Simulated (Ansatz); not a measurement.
C4H7F (`C/C=C(\C)F`), charge 0, multiplicity 1.

Problem. Give a relaxed structure at PBE0-D4/def2-TZVP (the Gaussian-basis code of Ansatz). (An estimate is asked.)

Solution. The calculation gave: 
Z-matrix (Å, degrees):
```
C
C 1 1.489
H 1 1.094 2 110.9
H 1 1.094 2 110.9 3 118.4
H 1 1.090 2 112.6 3 -120.8
C 2 1.324 1 126.4 3 120.8
H 2 1.086 1 117.4 3 -59.2
F 6 1.354 2 118.1 1 180.0
C 6 1.480 2 130.8 1 0.0
H 9 1.094 6 110.2 2 120.6
H 9 1.094 6 110.1 2 -121.2
H 9 1.088 6 111.6 2 -0.3
```
Point group Cs.
This is one stationary point; other conformers may exist.
